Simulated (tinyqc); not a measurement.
Worked calculation: Pariser-Parr-Pople SCF with singles CI, for the molecule c1ccoc1 (SMILES; centres numbered as the heavy atoms are written). One step of it, computed by the program tinyqc.

Task: Singles CI, triplets. Over the 6 single excitations with the smallest orbital gaps: A = (e_a - e_i) delta - (ij|ab), with (pq|rs) = sum c_mp c_mq gamma_mn c_nr c_ns.

orbital energies (eV): -15.705913  -11.087278  -9.588158  -0.579714  1.127575

coefficients:
```
         MO1        MO2        MO3        MO4        MO5
1C  0.175020   0.610161   0.357392  -0.311576  -0.610133
2C  0.175039   0.610255  -0.357209  -0.311354   0.610254
3C  0.353433   0.195059  -0.610162   0.580516  -0.357408
4O  0.829992  -0.423406  -0.000071  -0.363099   0.000044
5C  0.353451   0.194862   0.610225   0.580637   0.357193
```

repulsion gamma_rs (eV), lower triangle:
```
           1C         2C         3C         4O         5C
1C  11.130000
2C   5.344818  11.130000
3C   4.046371   5.346212  11.130000
4O   4.574962   4.574406   6.308436  21.500000
5C   5.344818   4.045107   4.045936   6.309373  11.130000
```

Give: triplet CI matrix; triplet excitation energies.

Result:

triplet CI matrix (eV), lower triangle:
```
        3>4     2>4     3>5     2>5    1>4     1>5
3>4   2.531
2>4   0.000   4.560
3>5   0.000  -1.005   4.797
2>5  -1.005   0.000   0.000   5.441
1>4   0.000   0.711  -0.912   0.000  7.590
1>5  -0.912   0.000   0.000  -0.552  0.000  11.570
```

triplet excitation energies (eV): 2.104  3.664  5.147  5.744  8.136  11.694
